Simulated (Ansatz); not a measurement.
Write a Python script for the Ansatz DFT code, driven from Python that makes harmonic frequencies at the relaxed geometry of C₂H₄N, SMILES C=C[NH]. Use (for the species named): CAM-B3LYP, def2-SVP basis, multiplicity 2.

```xyz
7

C    -0.8716    0.2863   -0.3849
C     0.2682    0.0307    0.1353
N     0.8146   -1.1747    0.2372
H    -1.4670   -0.4495   -0.8042
H    -1.2782    1.3430   -0.4513
H     0.8135    0.9210    0.5114
H     1.7818   -1.0248    0.7108
```

The script, `freq_c2h4n.py`:
```python
import warnings

import ansatz as az
from ase import Atoms
from ase.thermochemistry import IdealGasThermo
import numpy as np

GEOMETRY = """
C    -0.87160    0.28630   -0.38490
C     0.26820    0.03070    0.13530
N     0.81460   -1.17470    0.23720
H    -1.46700   -0.44950   -0.80420
H    -1.27820    1.34300   -0.45130
H     0.81350    0.92100    0.51140
H     1.78180   -1.02480    0.71080
"""


def main() -> None:
    warnings.simplefilter("ignore", az.DeckWarning)

    mol = az.Crystal.molecule()
    for line in GEOMETRY.strip().splitlines():
        symbol, *xyz = line.split()
        mol = mol.atom(symbol, [float(v) for v in xyz])

    model = (
        mol.calculation()
        .basis(gaussian="def2-SVP")
        .functional("CAM-B3LYP")
        .spin("collinear", total=1)
    )
    symbols = [site.symbol for site in mol.cartesian_sites]
    start = np.array([site.position_ang for site in mol.cartesian_sites], dtype=float)
    def progress(event):
        if event["event"] == "relax_step":
            row = event["data"]
            print(f"step {row['step']:3d}  E = {row['lagrangian_ev']:.6f} eV  max force {row['allowed_force_max_ev_ang']:.4f} eV/A")


    summary = model.relax(force_tolerance=0.003, max_steps=100).session().plan().execute(on_event=progress).report
    end = np.array(summary["positions_ang"])

    print("bond        before    after (A)")
    for i, j in [(0, 1), (0, 3), (0, 4), (1, 2), (1, 5), (2, 6)]:
        d0, d1 = (np.linalg.norm(xyz[i] - xyz[j]) for xyz in (start, end))
        print(f"{symbols[i]}{i}-{symbols[j]}{j}".ljust(10), f"{d0:8.4f} {d1:8.4f}")

    minimum = az.Crystal.molecule()
    for symbol, xyz in zip(symbols, end):
        minimum = minimum.atom(symbol, xyz.tolist())
    vibrating = minimum.calculation()
    vibrating = vibrating.basis(gaussian="def2-SVP")
    vibrating = vibrating.functional("CAM-B3LYP").spin("collinear", total=1)
    vibrating = vibrating.phonons(temperatures=(298.15, 498.15, 100))
    vib = vibrating.run(threads=1, pin="off").report["vibrations"]
    sums = vib["harmonic_sums"]
    modes = [m["omega_inv_cm"] for m in sums["modes_at_gamma"] if m["rigid_motion"] == "no"]
    for number, w in enumerate(modes, start=1):
        print(f"mode {number:2d} {w:9.1f} 1/cm {w / 8065.544 * 1000:8.2f} meV")
    print("imaginary modes:", sum(w < 0 for w in modes), " zero-point energy:", round(sums["zero_point_energy_ev"], 4), "eV")
    gas = IdealGasThermo(vib_energies=[w / 8065.544 for w in modes if w > 0], geometry="linear" if len(modes) == 3 * len(symbols) - 5 else "nonlinear",
                         atoms=Atoms(symbols, positions=end), symmetrynumber=1, spin=0.5)
    print(f"H(298 K) - E = {gas.get_enthalpy(298.15, verbose=False):.4f} eV")
    print(f"S(298 K, 1 bar) = {96485.33 * gas.get_entropy(298.15, 1e5, verbose=False):.1f} J/(mol K) with symmetry number 1")


if __name__ == "__main__":
    main()
```

Running `python freq_c2h4n.py` prints:
```text
step   1  E = -3621.955534 eV  max force 5.6121 eV/A
step   2  E = -3622.426199 eV  max force 1.9547 eV/A
step   3  E = -3622.482483 eV  max force 0.7939 eV/A
step   4  E = -3622.491933 eV  max force 0.3690 eV/A
step   5  E = -3622.492873 eV  max force 0.2920 eV/A
step   6  E = -3622.502099 eV  max force 0.0942 eV/A
step   7  E = -3622.501910 eV  max force 0.1487 eV/A
step   8  E = -3622.502639 eV  max force 0.0168 eV/A
step   9  E = -3622.502698 eV  max force 0.0116 eV/A
step  10  E = -3622.502697 eV  max force 0.0104 eV/A
step  11  E = -3622.502702 eV  max force 0.0007 eV/A
bond        before    after (A)
C0-C1        1.2787   1.4005
C0-H3        1.0352   1.0922
C0-H4        1.1342   1.0914
C1-N2        1.3274   1.3075
C1-H5        1.1097   1.1044
N2-H6        1.0873   1.0250
mode  1     491.0 1/cm    60.88 meV
mode  2     535.8 1/cm    66.43 meV
mode  3     683.8 1/cm    84.78 meV
mode  4     819.4 1/cm   101.59 meV
mode  5     994.3 1/cm   123.27 meV
mode  6    1066.1 1/cm   132.18 meV
mode  7    1113.9 1/cm   138.11 meV
mode  8    1255.0 1/cm   155.60 meV
mode  9    1368.6 1/cm   169.68 meV
mode 10    1467.8 1/cm   181.98 meV
mode 11    1518.1 1/cm   188.22 meV
mode 12    3070.7 1/cm   380.71 meV
mode 13    3171.6 1/cm   393.23 meV
mode 14    3291.9 1/cm   408.14 meV
mode 15    3490.2 1/cm   432.73 meV
imaginary modes: 0  zero-point energy: 1.5088 eV
H(298 K) - E = 1.6318 eV
S(298 K, 1 bar) = 259.6 J/(mol K) with symmetry number 1
```

Notes:
- Total energies depend on the basis set; only differences at equal settings carry meaning.
- The frequencies are harmonic and unscaled, in a modest basis. The result belongs to the one conformer reached from this start, and soft torsions count as harmonic oscillators.
- The species is open-shell (spin multiplicity 2).
- The entropy takes a symmetry number of 1; a symmetric molecule's is lower by R ln(sigma).
- The whole script took 2.7 min on 1 thread of Arm Neoverse N1, on a shared host, peak memory 0.27 GiB.

(Lines on the test bed's own set-up are left out of the output.)
